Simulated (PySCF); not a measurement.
C₄H₄, SMILES C=C1C=C1, point group C2v.

Force field and properties: B3LYP/pcSseg-1 (PySCF, grid level 2). Vibrational terms come from second-order perturbation theory with semi-diagonal cubic constants, by steps of ±0.6 along the normal coordinates of each isotopologue. The parent has the commonest isotopes.

Equilibrium geometry (Å):

| atom | x | y | z |
| --- | --- | --- | --- |
| C1 | 1.4730 | 0.0683 | 0.1149 |
| C2 | 0.1511 | 0.0111 | 0.0005 |
| C3 | -1.1144 | 0.4893 | -0.4955 |
| C4 | -1.1350 | -0.5777 | 0.2753 |
| H5 | 2.0421 | 0.8477 | -0.3827 |
| H6 | 2.0131 | -0.6631 | 0.7086 |
| H7 | -1.6722 | 1.2073 | -1.0815 |
| H8 | -1.7214 | -1.3452 | 0.7622 |

**Question.** How much do zero-point and thermal motion change the parent's shieldings?

**Answer.** 
| atom | σe (ppm) | anharmonic part, 0 K | harmonic part, 0 K | Δσ at 0 K | Δσ at 298.15 K | Δσ at 350 K |
| --- | --- | --- | --- | --- | --- | --- |
| C1 | 115.50 | -1.00 | -3.97 | -4.97 | -5.32 | -5.47 |
| C2 | 55.91 | -0.92 | -3.55 | -4.46 | -4.77 | -4.94 |
| C3 | 38.36 | -1.29 | -4.72 | -6.02 | -6.30 | -6.46 |
| H5 | 27.63 | -0.08 | -0.44 | -0.52 | -0.53 | -0.54 |
| H7 | 23.47 | -0.07 | -0.46 | -0.53 | -0.54 | -0.55 |

**Question.** And the bond lengths, in the parent and with ¹³C at 1?

**Answer.** 
```
 bond  re (Å)  ⟨r⟩ at 0 K  between mean positions  ⟨r⟩, labelled
C1–C2  1.3281      1.3345                  1.3312         1.3344
C2–C3  1.4409      1.4488                  1.4465         1.4488
C3–C4  1.3165      1.3237                  1.3219         1.3237
C1–H5  1.0858      1.1064                  1.0877         1.1064
C3–H7  1.0817      1.1014                  1.0818         1.1014
```

**Question.** What are the dipole moments?

**Answer.** 2.052 D at equilibrium; averaged at 0 K: parent 2.037 D; ¹³C at 1 2.036 D; ¹³C at 2 2.037 D; ¹³C at 3, ¹³C at 4 2.038 D; ²H at 7 2.044 D; ²H at 5 2.029 D; ²H at 5, ²H at 6, ²H at 7, ²H at 8 2.035 D.

The study (307 SCF points, 88 basis functions) took 22 min on 1 thread of Arm Neoverse V1, on a host shared with other jobs (rough), peak memory 0.48 GiB, launched as `OMP_NUM_THREADS=1 python ens_run.py task.json out`.
